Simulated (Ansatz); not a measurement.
## How far each method lies from full CI for HSi–BH, sextet

Geometry: that of the HSi–BH, quartet, kept fixed. The doublet lies 5.7 eV lower here.

```xyz
4

Si    0.0000   -0.0471    0.5518
B     0.0000   -0.0605   -1.3633
H     0.0000    1.1711    1.4474
H     0.0000    0.7893   -2.2001
```

Basis 6-31G; Ansatz 0.2.0. Only valence electrons are correlated (noble-gas cores frozen), which leaves 9 electrons in 20 orbitals. R marks a restricted (for open shells ROHF) determinant, U an unrestricted one. Active spaces: valence = (9e, 10o) chosen from the atoms' valence shells.

Full CI is exact within this basis and frozen core; it isn't the basis-set limit. The frozen core follows each run's orbitals, which can shift R against U totals by a few meV.

For open shells CISD and CISDTQ are restricted-active-space CI with the open shells as a complete middle space.

```
UHF ⟨S²⟩                          : 8.758
T1 diagnostic (RCCSD)             : 0.0278
largest doubles amplitude (RCCSD) : 0.075
T1 diagnostic (UCCSD)             : 0.0252
```

```
                   level  E − E(full CI) (mEh)  share of correlation (%)    wall time
                     RHF                 86.56                      0.00            –
                     UHF                 84.65                      2.20            –
                    RMP2                 28.31                     67.29            –
                    UMP2                 28.14                     67.48            –
                    CISD                  4.34                     94.98       0.64 s
                   RCCSD                  2.65                     96.94            –
                   UCCSD                  2.59                     97.01            –
                RCCSD(T)                  0.86                     99.01       0.55 s
                UCCSD(T)                  0.83                     99.04       0.64 s
                 BCCD(T)                  0.84                     99.03       0.64 s
                  RCCSDT                  0.09                     99.90            –
                  UCCSDT                  0.06                     99.93            –
                  CISDTQ                  0.05                     99.94  11 s (H100)
               RCCSDT(Q)                  0.01                     99.98        2.7 s
               UCCSDT(Q)                 -0.01                    100.02        2.7 s
                 RCCSDTQ                 -0.01                    100.01  13 s (H100)
                 UCCSDTQ                 -0.03                    100.04  16 s (H100)
  CASSCF (valence space)                 35.80                     58.64            –
  NEVPT2 (valence space)                 10.19                     88.23        1.6 s
  MRCISD (valence space)                  1.35                     98.45            –
MRCISD+Q (valence space)                  0.46                     99.47        4.1 s
```

The correlation energy at full CI, counted from RHF, is -2.355 eV. That run took 7.5 s on 2 threads of AMD EPYC 7R13 with a shared H100 80 GB, shared host over 7,330,176 determinants.

Times hold each run's SCF and search for its determinant on a shared host, so for small cases they say little of a method's own cost; rows without a card ran on 1 thread of AMD EPYC 7R13.

The full-CI state has the irrep A' of Cs, in the program's axes.

Natural occupations of full CI about the gap: 1.960 1.940 1.018 0.999 0.993 0.991 0.979 0.042 0.027 0.013; effectively unpaired electrons, Σ n²(2−n)², 5.03.
